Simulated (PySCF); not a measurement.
formic acid cation (CH2O2), SMILES OC=O (connectivity only; charge and spin as stated), charge +1, multiplicity 2. Geometry: B3LYP-D3(BJ)/def2-TZVP. The spin state was assumed, not searched. Other conformers were not sampled.

Level of theory: PySCF with B3LYP-D3(BJ)/def2-TZVP.

Harmonic wavenumbers (cm⁻¹): 472, 710, 1007, 1171, 1205, 1374, 1534, 2979, 3573. Rotational constants (GHz): 78.02, 12.18, 10.53; symmetry number 1.

### Question
Work out the zero-point energy and the ideal-gas rigid-rotor harmonic-oscillator thermochemistry at 298.15 K and 1 atm.

### Answer
ZPE = ½ Σ hcν = ½ × 14025 cm⁻¹ = 20.05 kcal/mol. H − E(el) = 22.70 kcal/mol. Entropy in cal/(mol K): translation 37.40, rotation 21.00, vibration 1.23, spin 1.38, total 61.02. G − E(el) = 4.50 kcal/mol. Cp = 11.05 cal/(mol K).
